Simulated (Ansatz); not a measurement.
Two isomers of C4H7NO: A = `C/C=N/C(C)=O`, B = `CC1(O)C=NC1`.

Program: Ansatz. Geometries: PBE0-D4/def2-TZVP. ΔE: electronic, gas phase. CCSD(T)/CBS is the MP2 limit (def2-TZVPP, def2-QZVPP) plus CCSD(T) − MP2 in def2-TZVPP, frozen cores. Functionals use def2-TZVPP. B3LYP here is the variant with VWN-RPA as its local correlation; programs differ in this. Each species was taken in one conformer, which may not be the lowest.

Which isomer does CCSD(T)/CBS put lower? Give the gap. (An estimate is asked.)

Ansatz gave: A, by 120.0 kJ/mol.

Give E(B) − E(A) in kJ/mol with B3LYP-D4, B2PLYP, CCSD/def2-TZVPP, MP2/def2-TZVPP, ωB97M-V, B3LYP, PBE0-D4. (Best estimate.)

Computed: B3LYP-D4 148.7, B2PLYP 144.1, CCSD/def2-TZVPP 123.4, MP2/def2-TZVPP 120.3, ωB97M-V 126.9, B3LYP 153.9, PBE0-D4 126.6. None reverses the order clearly.

Largest T1 diagnostic: 0.015.

In def2-TZVPP, CCSD(T) changes the Hartree–Fock value by −35.5 kJ/mol (the triples alone add −0.7 kJ/mol) and MP2 by −37.8 kJ/mol. The D4 term adds −5.1 kJ/mol with B3LYP and −2.6 kJ/mol with PBE0; it sums over pairs of atoms, weighted by their polarisabilities, and B3LYP, whose exchange is more repulsive, gets the larger term.
